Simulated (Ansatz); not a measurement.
Two structures, one formula

Two isomers of CH$_{5}$Si$_{2}$ (charge +1), singlet, relaxed at PBE0-D4/def2-TZVP (vibrations not checked).

A:

C1  (-0.571, 0.153, 0.220)
Si2  (0.171, 1.566, 0.913)
Si3  (0.330, -1.327, 0.069)
H4  (-1.604, 0.196, -0.119)
H5  (1.570, 1.498, 1.369)
H6  (-0.544, 2.844, 1.067)
H7  (1.728, -1.372, 0.531)
H8  (-0.247, -2.552, -0.508)
(Å)

B:

| atom | x (Å) | y (Å) | z (Å) |
| --- | --- | --- | --- |
| C1 | -0.8370 | 0.3487 | -0.7630 |
| Si2 | 0.8638 | 0.9490 | -0.0923 |
| Si3 | -0.2817 | -0.9575 | 0.3829 |
| H4 | -1.1086 | 0.1999 | -1.8079 |
| H5 | -1.5750 | 1.0115 | -0.2817 |
| H6 | 0.8130 | 2.0559 | 0.8775 |
| H7 | 2.0978 | 0.7217 | -0.8666 |
| H8 | -0.7691 | -2.3576 | 0.4803 |

Program: Ansatz 0.2.0. Basis: def2-TZVPP. Cores are frozen in the correlated methods. B3LYP uses VWN-RPA correlation.

Problem. Which structure is lower at CCSD(T), and by how much? (To be estimated.)

Solution. Computed: A, by 19.18 kcal/mol (electronic energy, against the other). By their contacts, A is CH₅Si₂ ([SiH2][CH][SiH2]), total charge +1 and B is CH₅Si₂ ([CH2]1[SiH][SiH2]1), total charge +1.

All methods give the same order:

| method | E(B) − E(A) (kcal/mol) |
| --- | --- |
| PBE-D4 | 14.52 |
| r2SCAN-D4 | 16.61 |
| PBE0-D4 | 15.15 |
| B3LYP-D4 | 20.60 |
| wB97M-V | 18.15 |
| HF | 24.69 |
| MP2 | 21.47 |
| CCSD | 19.46 |
| CCSD(T) | 19.18 |

No T1 diagnostic of these runs exceeds 0.015.

Labels in which every atom is bracketed show which atoms are joined, not bond orders.
